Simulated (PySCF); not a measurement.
Task: Write Cartesian coordinates for `CCC#[O+]` as optimised with PBE0-D3(BJ)/def2-SVP. (Charge +1.)

Result: 
```
atom  x, y, z in Å
C1    -0.661    0.130   -0.224
C2     0.638    0.848   -0.647
C3     1.800    0.313   -0.017
O4     2.697   -0.123    0.487
H5    -0.846    0.241    0.852
H6    -0.636   -0.934   -0.494
H7    -1.479    0.614   -0.775
H8     0.638    1.927   -0.393
H9     0.839    0.771   -1.735
```

Any rigid rotation of these coordinates is as good. Atoms count from 1 in this order. The 4 heavy atoms lie in one plane (0.001 Å rms). The C–C distances run from 1.426 Å (C2–C3, drawn single) to 1.543 Å (C1–C2, drawn single), a spread of 0.117 Å.

Bonds between heavy atoms (Å): C1–C2 1.543, C2–C3 1.426, C3≡O4 1.117.

Computed with PySCF 2.14.0, PBE0-D3(BJ)/def2-SVP geometry optimisation, gas phase.

Point group: Cs (every atom within 0.08 Å of its image). Not checked by PBE0-D3(BJ)/def2-SVP frequencies.
